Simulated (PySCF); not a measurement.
## Quadrupolar nuclei of `C=CC(=O)F` in NMR

C3H3FO.
Structure used (PBE0-D3(BJ)/def2-SVP), in Å, numbered top down from 1:
```
atom  x, y, z in Å
C1     0.9872    0.7719   -0.0772
C2     0.1410   -0.1013    0.4733
C3    -0.9898   -0.6348   -0.3103
O4    -1.2779   -0.3954   -1.4357
F5    -1.7252   -1.4821    0.4223
H6     0.8450    1.0942   -1.1130
H7     1.8321    1.1794    0.4828
H8     0.2444   -0.4508    1.5032
```

Computed at PBE0/pcSseg-1 (PySCF, non-relativistic):

| atom | environment | nucleus | spin I | Q (b) | CQ = χzz (MHz) | η |
| --- | --- | --- | --- | --- | --- | --- |
| O4 | carbonyl oxygen | 17O | 5/2 | -0.0256 | 9.327 | 0.339 |

**Question.** Give the quadrupolar product PQ = |CQ|√(1 + η²/3), the quadrupolar frequency νQ = 3|CQ|/[2I(2I − 1)] and the Larmor frequency ν0 = |g| × 7.62259 MHz/T × B at 11.75 T, with g(17O) = −0.75752.

**Answer.** 
```tsv
atom	PQ (MHz)	νQ (MHz)	ν0 (MHz)	νQ/ν0
O4	9.504	1.399	67.85	0.021
```

For O4: PQ = 9.327 × 1.0190, νQ = 9.327 × 0.1500, ν0 = 5.7742 MHz/T × 11.75 T.

**Question.** For half-integer spins with νQ below a tenth of ν0, find the second-order shift of the centre of gravity of the central transition at 11.75 and 14.1 T.

**Answer.** From −(3/40)(PQ/ν0)²[I(I + 1) − 3/4]/[I(2I − 1)]², which goes as 1/B² (ppm):

| site | 11.75 T | 14.1 T |
| --- | --- | --- |
| 17O at O4 | -118 | -81.8 |

**Question.** Quadrupolar 1/T1 and linewidth for τc = 3 ps (extreme narrowing, isotropic tumbling)?

**Answer.** 1/T1 = 1/T2 = (3π²/10)(2I + 3)/[I²(2I − 1)] × PQ² × τc; the width is 1/(πT2).

| site | spin factor (2I + 3)/[I²(2I − 1)] | 1/T1 (s⁻¹) | T1 (ms) | linewidth (Hz) |
| --- | --- | --- | --- | --- |
| 17O at O4 | 0.320 | 257 | 3.9 | 81.7 |

Solvent, lattice and vibrations would change these gradients. Geometry: PBE0-D3(BJ)/def2-SVP, one conformer, isolated molecule. A larger basis could move these couplings by a tenth or more.
